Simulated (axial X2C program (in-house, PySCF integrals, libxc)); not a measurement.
**Working with the constants of BO**

A bond curve at the PBE0 level, with spin–orbit coupling, was computed with an in-house relativistic program for diatomic molecules (basis O dyall-av3z [7s6p3d2f], B dyall-v3z [7s6p2d1f] (cores contracted in-house)) for the state Ω = 1/2 (⟨Sz⟩ = 0.50, ⟨Lz⟩ = 0.00 at PBE0). Its fit gives Re = 1.2002 Å, ωe = 1932.0 cm⁻¹, ωexe = 10.9 cm⁻¹ and αe = 1.553e-02 cm⁻¹; the masses are 15.9949 and 11.0093 u. Two-component means X2C with spin–orbit coupling and atomic mean-field Coulomb and Gaunt terms.

Find the reduced mass, Be and the force constant.

From the PBE0 values: μ = 6.5209 u. Be = 16.8576/(μ Re²) = 1.795 cm⁻¹. k = 5.8918×10⁻⁷ μ ωe² = 14.3 mdyn/Å.

The dipole moment p changes by 2.88 D/Å at Re. What harmonic infrared intensity follows?

I = 42.256 × (dp/dR)²/μ = 54 km/mol.

Where do the fundamental and the first overtone lie?

ν(1←0) = ωe − 2ωexe = 1910.2 cm⁻¹; ν(2←0) = 2ωe − 6ωexe = 3798.6 cm⁻¹.

Estimate De from a Morse curve and compare with the computed well depth of 8.447 eV to O + B.

De(Morse) = ωe²/(4ωexe) = 10.614 eV against 8.447 eV computed, a ratio of 1.26. The extrapolation overshoots: the well softens faster than a Morse curve, or the lowest atomic limit lies below the one to which the curve heads.

Estimate the centrifugal constant by the Kratzer relation.

D = 4Be³/ωe² = 6.19e-06 cm⁻¹.

Occupations by symmetry block were frozen at the best pattern of an incomplete PBE0 search. De is counted from the lowest determinant-based energies of the atoms at the same level, without counterpoise correction. Density functionals use the spin component along the axis (collinear). The 2c atoms are single determinants rather than J levels; their spin–orbit lowering is only partly caught, and De is too large by that part. This holds for PBE0. Without a current term, density functionals place determinants with orbital angular momentum somewhat too high.
